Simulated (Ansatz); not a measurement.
# H₂NaOSi+ (SMILES [Na][O][SiH2+]): functionals against CCSD(T) at one geometry

How do the functionals fare away from a minimum? The structure is a structure displaced at random from a GFN2-xTB minimum.

Computed with Ansatz 0.2.0, Gaussian basis. Level: single points in def2-TZVPP.

Cores are frozen in the correlated methods. The outer core shell of Li, Na, Mg and K is correlated.

## (1) The starting structure

5 atoms, charge 1, spin multiplicity 1.

Atoms are counted from 1 here; the program's logs count them from 0.

Bond lengths: Na1–O2 1.976 Å, O2–Si3 1.474 Å, Si3–H4 1.476 Å, Si3–H5 1.481 Å. Angles: Na1–O2–Si3 175.2°, O2–Si3–H4 128.6°, O2–Si3–H5 122.1°, H4–Si3–H5 108.6°.

Geometry (Å):

```xyz
5
charge 1, multiplicity 1
Na   -2.62670    0.17430    0.87340
O    -0.76690    0.03880    0.21840
Si    0.65440   -0.08650   -0.15280
H     1.42890   -1.31100   -0.43530
H     1.47820    1.08850   -0.51910
```

## (2) CCSD(T)/def2-TZVPP

Input file run/in.yaml:

```yaml
crystal:
  periodic: [false, false, false]
  atoms:
    - {symbol: Na, position_ang: [-2.626700, 0.174300, 0.873400]}
    - {symbol: O, position_ang: [-0.766900, 0.038800, 0.218400]}
    - {symbol: Si, position_ang: [0.654400, -0.086500, -0.152800]}
    - {symbol: H, position_ang: [1.428900, -1.311000, -0.435300]}
    - {symbol: H, position_ang: [1.478200, 1.088500, -0.519100]}
basis:
  gaussian: {orbitals: def2-TZVPP}
total_charge: 1
correlation: {method: ccsd_t}
output: {forces: true}
```

The command line of these runs was not kept.

## (3) PBE0-D4/def2-TZVPP

run/in.yaml: that of step 2 with these lines changed.

```diff
@@ -11,3 +11,3 @@
 total_charge: 1
-correlation: {method: ccsd_t}
-output: {forces: true}
+hamiltonian: {xc: pbe0, dispersion: d4}
+output: {forces: true, orbitals: {seedname: orbitals}}
```

## (4) wB97M-V/def2-TZVPP

run/in.yaml: that of step 3 with these lines changed.

```diff
@@ -11,3 +11,3 @@
 total_charge: 1
-hamiltonian: {xc: pbe0, dispersion: d4}
-output: {forces: true, orbitals: {seedname: orbitals}}
+hamiltonian: {xc: {name: wB97M-V}}
+output: {forces: true}
```

## (5) r2SCAN-D4/def2-TZVPP

run/in.yaml: that of step 4 with these lines changed.

```diff
@@ -11,3 +11,3 @@
 total_charge: 1
-hamiltonian: {xc: {name: wB97M-V}}
+hamiltonian: {xc: r2scan, dispersion: d4}
 output: {forces: true}
```

## (6) PBE-D4/def2-TZVPP

run/in.yaml: that of step 5 with these lines changed.

```diff
@@ -11,3 +11,3 @@
 total_charge: 1
-hamiltonian: {xc: r2scan, dispersion: d4}
+hamiltonian: {xc: pbe, dispersion: d4}
 output: {forces: true}
```

## (7) B97M-V/def2-TZVPP

run/in.yaml: that of step 6 with these lines changed.

```diff
@@ -11,3 +11,3 @@
 total_charge: 1
-hamiltonian: {xc: pbe, dispersion: d4}
+hamiltonian: {xc: {name: B97M-V}}
 output: {forces: true}
```

## (8) BLYP-D4/def2-TZVPP

run/in.yaml: that of step 7 with these lines changed.

```diff
@@ -11,3 +11,3 @@
 total_charge: 1
-hamiltonian: {xc: {name: B97M-V}}
+hamiltonian: {xc: {name: BLYP}, dispersion: d4}
 output: {forces: true}
```

(Steps that only read results are left out.)

What does the calculation give? Wanted: energy less free atoms, CCSD(T)/def2-TZVPP; RMS force component; RMS force error; HOMO and LUMO, PBE0-D4; T1 diagnostic.

The runs gave:

```
                                  quantity                                                                                          value
energy less free atoms, CCSD(T)/def2-TZVPP                                                                                  -877.3 kJ/mol
                       RMS force component                                                           1.215 to 1.587 eV/Å over the methods
                           RMS force error  PBE0-D4 0.179, wB97M-V 0.113, r2SCAN-D4 0.103, PBE-D4 0.170, B97M-V 0.235, BLYP-D4 0.181 eV/Å
                    HOMO and LUMO, PBE0-D4                                                                            -13.41 and -6.42 eV
                             T1 diagnostic                                                                                          0.013
```

What this shows: Against CCSD(T) the functionals' energies less atoms differ by -42.6 to +9.5 kJ/mol, PBE-D4 by -17.9 kJ/mol. CCSD(T) in triple zeta still lacks some correlation energy of the bonds, so part of these gaps is its own basis error and they don't rank the functionals. For forces r2SCAN-D4 does best and B97M-V worst. Frozen-core CCSD(T) forces in triple zeta carry basis errors of their own, and this is one geometry, so small gaps rank nothing.
